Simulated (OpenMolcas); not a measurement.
# HF/STO-3G run of [SiH3]− (SMILES [SiH3-])

Aim: a single-point energy of [SiH3]−. 

The results are computed with OpenMolcas 26.06.

2 further runs of the same task are left out: 1 that didn't finish, 1 set aside as unsound or not needed.

## 1. The structure to begin with

[SiH3]−: 4 atoms, total charge -1, spin state singlet. As SMILES, `[SiH3-]`. The Si1–H4 distance was set to 3.864 Å, away from the relaxed value. At this shape a bond of the SMILES string is far longer than usual.

Bond lengths: Si1–H2 1.546 Å, Si1–H3 1.546 Å. Angles: H2–Si1–H3 94.1°.

## 2. A single-point energy at HF/STO-3G

run.input reads:

```
>>> EXPORT MOLCAS_PRINT=2

&GATEWAY
 BasLib
 $CurrDir
 Coord
 4
 bohr
 Si     4.44266864    -2.25832854     1.10634961
 H      4.22894062    -0.98654286     3.72702180
 H      2.85870020    -4.58836086     1.87679095
 H     -1.26195911     1.34586295    -1.68525776
 Basis
 STO-3G
 Group
 NoSym

&SEWARD

&SCF
 Charge
 -1
 Thresholds
 1e-10 1e-07 1e-07 1e-05
 PrOrbitals
 1 1
```

The basis set STO-3G is read from a file made from the Basis Set Exchange's data (not shown).

The run is started by

```console
export MOLCAS_MEM=1860
pymolcas run.input > run.log
```

What values should one expect? Wanted: total energy; HOMO energy; LUMO energy; HOMO–LUMO gap.

Answer, from the run:

At HF/STO-3G:

| quantity | value |
| --- | --- |
| total energy | -286.84600 Eh |
| HOMO energy | 6.03 eV |
| LUMO energy | 10.65 eV |
| HOMO–LUMO gap (to an unbound level, set by the basis) | 4.63 eV |

Mulliken charges run from -0.78 on H4 to +0.32 on Si1; they depend strongly on the basis. The HOMO lies at positive energy, 6.03 eV: the electron is unbound at this level or held by a compact basis; values depend on the basis.
